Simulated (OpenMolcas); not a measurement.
# BH3 (borane) at 6 levels

We compute a comparison of 6 runs (B3LYP/6-31G*, r2SCAN/6-31+G*, BP86/cc-pVDZ, RI-MP2/pc-1, CCSD/aug-cc-pVDZ) of BH3 (borane). 

The results are computed with OpenMolcas 26.06.

10 further runs of the same task are left out: 2 that didn't finish, 8 set aside as unsound or not needed.

**1. The structure to begin with**

The species is BH3 (4 atoms), meant as a singlet with charge 0. SMILES: `B`. The coordinates come from a PBE0-D4/def2-TZVP relaxation.

Bond lengths: B1–H2 1.193 Å, B1–H3 1.193 Å, B1–H4 1.193 Å. Angles: H2–B1–H3 120.0°, H2–B1–H4 120.0°, H3–B1–H4 120.0°.

**2. Energy and gradient at B3LYP/6-31G(d) (spherical functions) (run 1)**

Contents of calc.input:

```
&GATEWAY
  BasLib=$CurrDir
  Coord
  4
  angstrom
  B        0.013900      -0.015100      -0.005100
  H        0.982200       0.381700       0.568800
  H       -0.276200      -1.171800       0.043000
  H       -0.664400       0.744900      -0.626900
  Basis=6-31Gs
  Group=NoSym

&SEWARD
  GridInput
  Grid=UltraFine
  End of Grid

&SCF
  KSDFT=B3LYP
  Thresholds=1e-10 1e-07 1e-07 1e-05
  PrOrbitals=1 2

&ALASKA
```

The basis set 6-31G* is read from a file made from the Basis Set Exchange's data (not shown).

Run with:

```console
$ export MOLCAS_MEM=1860
$ pymolcas calc.input > calc.log
```

Standard output:

```text
--- Start Module: gateway ---
[...]
--- Stop Module: gateway /rc=_RC_ALL_IS_WELL_ ---
[...]
      Basis functions           20
[...]
--- Start Module: scf ---
[...]
       Convergence after   8 Iterations
[...]
::    Total KS-DFT energy                             -26.6124079488
[...]
      Total spin, S                                     0.0000000000
[...]
      Total electronic charge=    8.000000
      Total            charge=   -0.000000
[...]
      Dipole Moment (debye):
      Origin of the operator (angstrom)=    0.0139   -0.0151   -0.0051
                   X=  6.9136E-05               Y= -3.3515E-05               Z= -1.6816E-04           Total=  1.8488E-04
      Quadrupole Moment (debye*angstrom):
[...]
--- Stop Module: scf /rc=_RC_ALL_IS_WELL_ ---
[...]
--- Start Module: alaska ---
[...]
 *              Molecular gradients               *
 **************************************************
  Irreducible representation: a
 ------------------------------------------------------------------------------------------
                              X                       Y                       Z
 ------------------------------------------------------------------------------------------
  B1               -2.25837227851790E-07    3.09820682373434E-06   -2.27779277609759E-05
  H2               -1.76919448921398E-04   -6.45095051314826E-05   -9.92106773854973E-05
  H3                4.64010271342685E-05    2.04049294232345E-04   -4.38891040850653E-06
  H4                1.30744259016602E-04   -1.42637995924177E-04    1.26377515555443E-04
 ------------------------------------------------------------------------------------------
--- Stop Module: alaska /rc=_RC_ALL_IS_WELL_ ---
[...]
```

It took 4.5 s on 1 thread of Arm Neoverse V1, shared host; peak memory 0.37 GiB.

**3. Energy and forces at B3LYP/6-31G(d) (Cartesian functions) (run 2)**

Contents of job.inp:

```
&GATEWAY
  BasLib=$CurrDir
  BasisSet
  B.6-31Gs....
  B1 0.013900 -0.015100 -0.005100 angstrom
  End of Basis
  BasisSet
  H.6-31Gs....
  H2 0.982200 0.381700 0.568800 angstrom
  H3 -0.276200 -1.171800 0.043000 angstrom
  H4 -0.664400 0.744900 -0.626900 angstrom
  End of Basis

&SEWARD
  GridInput
  Grid=UltraFine
  End of Grid

&SCF
  KSDFT=B3LYP
  Thresholds=1e-10 1e-07 1e-07 1e-05
  PrOrbitals=0

&ALASKA
```

The basis set 6-31G* is read from a file made from the Basis Set Exchange's data (not shown).

Run with:

```console
$ export MOLCAS_MEM=1860
$ pymolcas job.inp > job.log
```

Standard output:

```text
--- Start Module: gateway ---
[...]
--- Stop Module: gateway /rc=_RC_ALL_IS_WELL_ ---
[...]
      Basis functions           21
[...]
--- Start Module: scf ---
[...]
       Convergence after   8 Iterations
[...]
::    Total KS-DFT energy                             -26.6129998472
[...]
      Total spin, S                                     0.0000000000
[...]
      Total electronic charge=    8.000000
      Total            charge=   -0.000000
[...]
      Dipole Moment (debye):
      Origin of the operator (angstrom)=    0.0139   -0.0151   -0.0051
                   X=  6.8747E-05               Y= -3.3197E-05               Z= -1.6748E-04           Total=  1.8406E-04
      Quadrupole Moment (debye*angstrom):
[...]
--- Stop Module: scf /rc=_RC_ALL_IS_WELL_ ---
[...]
--- Start Module: alaska ---
[...]
 *              Molecular gradients               *
 **************************************************
  Irreducible representation: a
 ------------------------------------------------------------------------------------------
                              X                       Y                       Z
 ------------------------------------------------------------------------------------------
  B1               -2.33849252938057E-07    3.10318622173260E-06   -2.27998531059740E-05
  H2               -1.32606965008497E-04   -4.63613204809699E-05   -7.29442058867713E-05
  H3                3.31326959137068E-05    1.51110672669930E-04   -2.18089536146993E-06
  H4                9.97081183478077E-05   -1.07852538410835E-04    9.79249543550109E-05
 ------------------------------------------------------------------------------------------
--- Stop Module: alaska /rc=_RC_ALL_IS_WELL_ ---
[...]
```

Run time: 4.5 s. Hardware: 1 thread of Arm Neoverse V1, shared host; peak memory 0.37 GiB.

Runs 3 to 5 aren't shown in full; the table further down has their settings and results.

**4. The energy at CCSD/aug-cc-pVDZ (run 6)**

Contents of run.input:

```
* BH3 CCSD
>>> EXPORT MOLCAS_PRINT=2

&GATEWAY
 BASLIB=$CurrDir
 BASISSET
 B.aug-cc-pVDZ....
 B1 0.013900 -0.015100 -0.005100 angstrom
 End of Basis
 BASISSET
 H.aug-cc-pVDZ....
 H2 0.982200 0.381700 0.568800 angstrom
 H3 -0.276200 -1.171800 0.043000 angstrom
 H4 -0.664400 0.744900 -0.626900 angstrom
 End of Basis

&SEWARD

&SCF
 THRESHOLDS=1e-10 1e-07 1e-07 1e-05
 PRORBITALS=1

&RASSCF
 FILEORB=$Project.ScfOrb
 SPIN=1
 NACTEL=0 0 0
 INACTIVE=4
 RAS2=0
 OUTORBITALS=Canonical
 ORBLISTING=Few

&MOTRA
 JOBIPH
 FROZEN=1

&CCSDT
 CCSD
 ITERATIONS=80
 ACCURACY=1e-08
 EXTRAPOLATION=5 4
```

The basis set aug-cc-pVDZ is read from a file made from the Basis Set Exchange's data (not shown).

Run with:

```console
$ export MOLCAS_MEM=1860
$ pymolcas run.input > run.log
```

Standard output:

```text
--- Start Module: gateway ---
[...]
--- Stop Module: gateway /rc=_RC_ALL_IS_WELL_ ---
[...]
      Basis functions           50
[...]
       Convergence after   9 Iterations
[...]
::    Total SCF energy                                -26.3913058455
[...]
      Total spin, S                                     0.0000000000
[...]
      Number of active orbitals                  0
[...]
      Spin quantum number                      0.0
[...]
      Active orbitals                            0
[...]
      Number of CSFs                             1
[...]
      Number of root(s) required                 1
[...]
      Convergence after  4 iterations
[...]
      Natural orbitals and occupation numbers for root  1
      ************************************************************************************************************************
      *                                                    Final results                                                     *
      ************************************************************************************************************************
[...]
::    RASSCF root number  1 Total energy:    -26.39130585
[...]
      Total electronic charge=    8.000000
      Total            charge=   -0.000000
[...]
      Dipole Moment (debye):
      Origin of the operator (angstrom)=    0.0139   -0.0151   -0.0051
                   X=  6.5426E-05               Y= -3.4961E-05               Z= -1.7300E-04           Total=  1.8823E-04
      Quadrupole Moment (debye*angstrom):
[...]
--- Start Module: motra ---
[...]
      *** WARNING: Default frozen orbitals is overwritten by user input.
      *** Default values:   1
[...]
--- Stop Module: motra /rc=_RC_ALL_IS_WELL_ ---
--- Start Module: ccsdt ---
[...]
      Convergence after                    14  Iterations
      Total energy (diff) :     -26.51077004      -0.00000000
[...]
--- Stop Module: ccsdt /rc=_RC_ALL_IS_WELL_ ---
[...]
```

It took 3.6 s on 1 thread of Arm Neoverse V1, shared host; peak memory 0.38 GiB.

**5. Overview of the runs**

```csv
run,level,Cartesian functions,integral approximation,energy (Eh),dipole moment (D) of the reference,HOMO energy (eV),LUMO energy (eV),wall time
1,B3LYP/6-31G* (spherical functions),no,none,-26.612408,0.00,-9.57,-1.78,4.5 s
2,B3LYP/6-31G* (Cartesian functions),yes,none,-26.613000,0.00,-9.56,-1.78,4.5 s
3,r2SCAN/6-31+G* (spherical functions),no,none,-26.575499,0.00,-8.82,-2.44,5.4 s
4,BP86/cc-pVDZ,no,none,-26.592999,0.00,-8.47,-2.97,4.8 s
5,RI-MP2/pc-1 (RICD fitting),no,RICD,-26.473876,0.00,-13.55,1.68,2.1 s
6,CCSD/aug-cc-pVDZ,no,none,-26.510770,0.00,-13.51,0.88,3.6 s
```

**6. Outcome**

```
                                         quantity         value
                              run 6: total energy  -26.51077 Eh
        run 6: dipole moment (mean-field density)        0.00 D
       run 6: HOMO energy (Hartree–Fock orbitals)     -13.51 eV
       run 6: LUMO energy (Hartree–Fock orbitals)       0.88 eV
     run 6: HOMO–LUMO gap (Hartree–Fock orbitals)      14.39 eV
run 6: correlation energy (1 core orbital frozen)    -119.5 mEh
```

What this shows: Over runs 1, 2, 3, 4 the HOMO–LUMO gap runs from 5.50 eV (BP86/cc-pVDZ) to 7.78 eV (B3LYP/6-31G*). The two ends differ in method and basis. Totals of different functionals can't be ranked against each other. All runs together took 25 s, the longest 5.4 s.
